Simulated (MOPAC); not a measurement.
MOPAC input (PM3):

```
PM3 PRECISE GNORM=0.05 LET XYZ CHARGE=-1 GEO-OK AUX(PRECISION=9) THREADS=1
CHO

O     0.01382699 1   -0.00208751 1    0.60715025 1
C    -0.02150103 1    0.16263942 1   -0.61155375 1
H     0.01839031 1   -0.95913641 1   -1.18787951 1
```

### Question
What heat of formation does the run end on?

### Answer
-7.49 kcal/mol.
